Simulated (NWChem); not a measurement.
Species: ammonia (NH3); SMILES N

All runs: NWChem. Coordinates come from a PBE0/def2-SVP optimisation. Ions are spin-unrestricted doublets at the neutral geometry; other ion states weren't tried.

Question: Estimate the computed values for CAM-B3LYP/def2-SVP. Quantities: vertical ionisation energy, ΔSCF (eV); −ε(HOMO) (eV).

Answer: 
```json
{
  "vertical ionisation energy, ΔSCF (eV)": "10.75",
  "−ε(HOMO) (eV)": "8.72"
}
```
